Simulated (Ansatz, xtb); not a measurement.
**Ranking isomers of C3H6OS**

3 gas-phase structures of C3H6OS, from a drawn sample of its isomers (lower ones may exist). Each was relaxed with GFN2-xTB:

A. `C[C@@H]1O[C@@H]1S`, a singlet
B. `C[C@@]1(S)CO1`, a singlet
C. `C[C@@H]1O[C@H]1S`, a singlet

Question: Which do you expect lowest at r2SCAN-D4/def2-SVP, and how would the others follow?

Answer: Calculated order at r2SCAN-D4/def2-SVP: A (0.0), B (0.3), C (0.7) kcal/mol. Less than 1 kcal/mol parts A and B; B and C, so the order within those pairs means little.

Energies above the lowest of each column, in kcal/mol; the last columns are at B3LYP/def2-SVP geometries:

```csv
structure,GFN2-xTB,HF/STO-3G,r2SCAN-D4/def2-SVP,B3LYP/def2-SVP,CCSD(T)/def2-SVP + ΔMP2/def2-TZVPP
A,0.0,0.0,0.0,0.0,0.5
B,0.1,1.3,0.3,0.6,0.0
C,0.7,0.1,0.7,0.1,0.4
```

CCSD(T)/def2-SVP + ΔMP2/def2-TZVPP has A and B and C within 1 kcal/mol of each other at the bottom, and every level picks one of them. CCSD(T)/def2-SVP + ΔMP2/def2-TZVPP orders those it was run on as B (0.0), C (0.4), A (0.5) kcal/mol. Less than 1 kcal/mol parts B and C; C and A, so the order within those pairs means little. Flexible structures stand in one conformer each, not always the lowest. ΔMP2 is the change of the MP2 energy from the smaller to the larger basis.

Programs: Ansatz 0.2.0, xtb 6.7.1.
